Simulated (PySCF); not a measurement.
chloroform cation (CHCl3), SMILES ClC(Cl)Cl (connectivity only; charge and spin as stated), charge +1, multiplicity 2.

The structure is a stationary point at PBE0-D3(BJ)/def2-SVP. The multiplicity is an assumed one; other spin states were not compared.

Calculation: PySCF with PBE/def2-TZVPD.

The molecule is in vacuum.

```
Quantity                                                            Value
------------------------------------------------  -----------------------
total energy                                          -1418.35367 hartree
point group                                                           C3v
α spin, highest occupied and lowest empty level       -13.83 and -8.27 eV
β spin, highest occupied and lowest empty level      -13.71 and -13.38 eV
dipole moment about the centre of nuclear charge                   1.01 D
mean static polarisability                           64.0 bohr³ (9.49 Å³)
polarisability, principal values                   37.8, 77.2, 77.2 bohr³
⟨S²⟩                                              0.752 (pure state 0.75)
```
